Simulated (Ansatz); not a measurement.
# H₃SO₂+ (SMILES OS[OH2+]): functionals against CCSD(T) at one geometry

One table from this session's results is given with a row withheld; the runs are named, their logs left out.

Method: single points in def2-TZVPP; program: Ansatz 0.2.0, Gaussian basis.

Correlated methods freeze the cores. B3LYP uses VWN-RPA correlation.

### The starting structure

SMILES `OS[OH2+]`, 6 atoms, charge 1, spin multiplicity 1.

Atoms are counted from 1 here; the program's logs count them from 0.

Bond lengths: O1–S2 1.562 Å, O1–H4 0.988 Å, S2–O3 1.902 Å, O3–H5 1.065 Å, O3–H6 0.969 Å. Angles: S2–O1–H4 115.4°, O1–S2–O3 106.3°, S2–O3–H5 111.4°, S2–O3–H6 119.9°, H5–O3–H6 119.2°.

Geometry (Å):

```xyz
6
charge 1, multiplicity 1
O    -1.21860   -1.05730    0.07040
S    -0.96990    0.39020   -0.46160
O     0.77010    0.88470    0.12730
H    -0.85190   -1.78410   -0.49010
H     0.78350    1.08320    1.17320
H     1.55130    0.49090   -0.28900
```

The first run:

run/in.yaml

```yaml
crystal:
  periodic: [false, false, false]
  atoms:
    - {symbol: O, position_ang: [-1.218600, -1.057300, 0.070400]}
    - {symbol: S, position_ang: [-0.969900, 0.390200, -0.461600]}
    - {symbol: O, position_ang: [0.770100, 0.884700, 0.127300]}
    - {symbol: H, position_ang: [-0.851900, -1.784100, -0.490100]}
    - {symbol: H, position_ang: [0.783500, 1.083200, 1.173200]}
    - {symbol: H, position_ang: [1.551300, 0.490900, -0.289000]}
basis:
  gaussian: {orbitals: def2-TZVPP}
total_charge: 1
correlation: {method: ccsd_t}
output: {forces: true}
```

No record of the launch command was kept for these runs.

Among the steps run: CCSD(T)/def2-TZVPP; PBE0-D4/def2-TZVPP; wB97M-V/def2-TZVPP; r2SCAN-D4/def2-TZVPP; PBE-D4/def2-TZVPP; B3LYP-D4/def2-TZVPP; BHLYP-D4/def2-TZVPP.

One of the session's tables, all rows but one given; the rest of the session is left out.

| method | RMS force component (eV/Å) | angle to CCSD(T) forces (°) |
| --- | --- | --- |
| CCSD(T) | 1.215 | reference |
| PBE0-D4 | 1.207 | 7.5 |
| wB97M-V | 1.194 | 6.1 |
| r2SCAN-D4 | 1.184 | 3.0 |
| PBE-D4 | ? | ? |
| B3LYP-D4 | 1.179 | 4.0 |
| BHLYP-D4 | 1.312 | 16.2 |

**Question.** Estimate the row for PBE-D4.

**Answer.** RMS force component (eV/Å): 1.151; angle to CCSD(T) forces (°): 12.8. In the column «RMS force component (eV/Å)» it is the lowest.
